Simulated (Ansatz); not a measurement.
`OC1=C(F)C1` + H₂ → `OC1=CC1` + H–F at 700 K and 1 bar (hydrogenolysis of a C–F bond).

Calculated with Ansatz (gas phase, PBE0-D4/def2-TZVP geometries, no zero-point term in ΔE). CCSD(T)/CBS adds triple-zeta CCSD(T) − MP2 to the extrapolated MP2 energy (def2 sets, frozen cores). This one scheme is used for every species. Each species was taken in one conformer, which may not be the lowest.

| species | CCSD(T)/CBS energy (Eh) | H − E (kJ/mol) | S (J/(mol·K)) |
| --- | --- | --- | --- |
| `OC1=C(F)C1` | -290.79688 | 200.9 | 382.6 |
| H₂ | -1.17544 | 46.8 | 155.3 |
| `OC1=CC1` | -191.62882 | 214.2 | 352.9 |
| H–F | -100.39570 | 45.2 | 198.5 |

H − E and S are ideal-gas, rigid-rotor, harmonic terms from PBE0-D4/def2-TZVP, for one conformer and one mirror image of each species. The MP2-based limit puts H₂ 0.8 mEh under its directly extrapolated value; such offsets cancel only in part. 1 Eh = 2625.50 kJ/mol, R = 8.31446 J/(mol·K).

Q: By hand: ΔE, ΔH, ΔS and ΔG.

A: ΔE = (-191.62882) + (-100.39570) − (-290.79688) − (-1.17544) = -0.05220 Eh = -137.1 kJ/mol. Δ(H − E) = 214.2 + 45.2 − 200.9 − 46.8 = 11.7, so ΔH = -125.4 kJ/mol. ΔS = 352.9 + 198.5 − 382.6 − 155.3 = 13.5 J/(mol·K). ΔG = -125.4 − 700 × (13.5)/1000 = -134.8 kJ/mol.

Q: By hand: the equilibrium constant, and the temperature at which ΔG would vanish if ΔH and ΔS stayed fixed.

A: log₁₀ K = −ΔG/(RT ln 10) = 10.1. ΔH and −TΔS have one sign here, so there is no such temperature.

The number of gas molecules stays the same, so ΔS is small and ΔH decides. A doubt of 5 kJ/mol in ΔE shifts log₁₀ K by 0.4 here. Other conformers and mirror images would add mixing entropy, several J/(mol·K) or more a flexible species. These are equilibria of isolated gas molecules and say nothing of rates. Largest T1 diagnostic: 0.012 (customary marks: 0.02 for closed shells, 0.045 for open ones).
